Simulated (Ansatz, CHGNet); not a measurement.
# Ladder of methods for the lattice constant a of fluorite CeO2

Reference value: 5.391 Å (measured, 0 K, extrapolated to 0 K; as tabulated in Stimac et al. (2024), arXiv:2411.06536).

Task: What do CHGNet-r²SCAN, LDA, PBE, PBE-D4, PBE0 give, and how far is each from the reference?

Result: 
```json
[
 {"level (code)": "CHGNet-r²SCAN (CHGNet)", "value (Å)": "5.435", "difference (%)": "+0.82"},
 {"level (code)": "LDA (Ansatz)", "value (Å)": "5.358", "difference (%)": "-0.61"},
 {"level (code)": "PBE (Ansatz)", "value (Å)": "5.464", "difference (%)": "+1.35"},
 {"level (code)": "PBE-D4 (Ansatz)", "value (Å)": "5.430", "difference (%)": "+0.72"},
 {"level (code)": "PBE0 (Ansatz)", "value (Å)": "5.396", "difference (%)": "+0.09"}
]
```

Nearest, and too close to rank with a margin of 0.33 % (twice that across the reference) picked here for doubts on the reference and the settings, and for temperature and zero-point motion: PBE0 (+0.09 %), LDA (-0.61 %). PBE (+1.35 %) misses by most. Within 1 %: CHGNet-r²SCAN, LDA, PBE-D4, PBE0. The lowest first-principles rung that does so: DFT without exact exchange (LDA, PBE-D4).

The measured value isn't corrected to a static lattice, so vibrations enter the comparison. A static lattice is as a rule a little smaller than the measured one.  Cutoffs and k meshes differ between the levels. Ansatz's density-functional and Hartree–Fock values are scalar-relativistic unless marked +SOC, with PAW data made under PBE.

Machine-learned potentials (CHGNet-r²SCAN) are trained on DFT data, which may include these solids.

Differences are worked out from the printed values.

Ansatz is an electronic-structure program.
